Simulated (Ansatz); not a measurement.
# Smallest direct gap on the k points sampled of tetradymite Bi2Te3 at several levels of theory

No measured value is used here.

| level (code) | value (eV) |
|---|---|
| LDA+SOC (Ansatz) | 0.11 |
| PBE (Ansatz) | 0.29 |
| PBEsol+SOC (Ansatz) | 0.11 |
| RPBE (Ansatz) | 0.34 |
| r²SCAN (Ansatz) | 0.52 |
| r²SCAN+SOC (Ansatz) | 0.14 |
| B3LYP (VWN-RPA form) (Ansatz) | 0.98 |
| PBE0 (Ansatz) | 1.13 |
| G0W0@PBEsol (Ansatz) | 0.57 |

At these levels the smallest gap is indirect and lower: LDA+SOC 0.05 eV. Computed values are for a static lattice. Spin–orbit coupling is included only where a level's name says +SOC; with heavier elements it mostly lowers gaps and can invert bands.  G0W0@PBEsol: filled d or f shells below the valence bands can shift G0W0 gaps through exchange with them, which wasn't tested here. G0W0@PBEsol: a quasiparticle level at a band edge is in doubt. Values are at the measured cell. Cutoffs and k meshes differ between the levels. Ansatz's density-functional and Hartree–Fock values are scalar-relativistic unless marked +SOC, with PAW data made under PBE.

Ansatz is an electronic-structure program.
